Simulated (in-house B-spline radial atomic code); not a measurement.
The numbers below are computed, except where a source is named.
# Stopping and range of 120 keV Mg in Si

The pair potential comes from two frozen, spherical free-atom densities (PBE, B-spline radial code, scalar-relativistic past argon): electrostatics plus the change in Thomas-Fermi kinetic and Dirac exchange energy where they overlap, the recipe behind the universal ZBL potential, which averages such potentials (from solid-state densities) over many pairs. It is written V = (Z1 Z2 e²/r) φ(r/a), with e² = 14.3996 eV·Å and a = 0.46850 Å/(Z1^0.23 + Z2^0.23); ZBL's fit is φ = 0.18175 e^(−3.1998x) + 0.50986 e^(−0.94229x) + 0.28022 e^(−0.4029x) + 0.02817 e^(−0.20162x). Where φ falls below 4e-4 it is continued as an exponential.

The target is taken as amorphous, with density 2.329 g/cm³ (NSM archive of the Ioffe Institute); channelling is ignored. Masses: Mg 24.3, Si 28.09 u. Nuclear stopping is S_n = 4π a Z1 Z2 e² M1/(M1 + M2) × s_n(ε), with s_n integrated over impact parameters for each pair. Electronic stopping is Lindhard and Scharff's S_e = Z1^(1/6) 8π e² a0 Z1 Z2/(Z1^(2/3) + Z2^(2/3))^(3/2) × v/v0, with a0 = 0.529177 Å and v = v0 at 24.801 keV/u; it misses the oscillations with Z1 seen in experiment, which reach tens of per cent. Compounds add by atom fraction.

```csv
target atom,a (Å),ε at this energy,"s_n, this pair","s_n, ZBL potential"
Si,0.12993,3.456,0.2264,0.2109
```

What are the atom density and the stopping powers at entry?

N = 2.329 × 0.602214/28.09 = 0.04993 atoms/Å³. For Si: S_n = 1832 × 0.2264 = 414.7 eV·Å², S_e = 1.7071 × √120000 = 591.4 eV·Å². Averaged over the target's atoms and times N × 10 Å/nm, the ion loses N S_n = 207 eV/nm to recoils and N S_e = 295 eV/nm to electrons; the nuclear share is 41 %.

Along the track:

| E (keV) | N S_n (eV/nm) | N S_e (eV/nm) |
| --- | --- | --- |
| 6 | 341 | 66 |
| 18 | 346 | 114 |
| 36 | 311 | 162 |
| 60 | 270 | 209 |
| 90 | 234 | 256 |
| 120 | 207 | 295 |

Estimate the path length and the projected range.

With continuous slowing down the path is the integral of dE/(N (S_n + S_e)). Trapezoids over the table give 239 nm, and the stretch below the first row, with stopping taken as √E, adds 2E/(N S) = 29 nm: 269 nm in all, against 259 nm on a fine grid from 5 eV. Deflections shorten the depth: to first order in the energy passed on, N (S_n + S_e) dR_p/dE = 1 − N S_n (M2/M1) R_p/(2E), summed over the target's atoms, and integrating this on the fine grid gives R_p = 190 nm, 0.73 of the path. Lindhard's rule of thumb R/(1 + M2/3M1), with mean M2/M1 = 1.16, gives 187 nm. On the ZBL potential the same equation gives 201 nm, and the full integral equation, which keeps hard collisions, 211 nm.
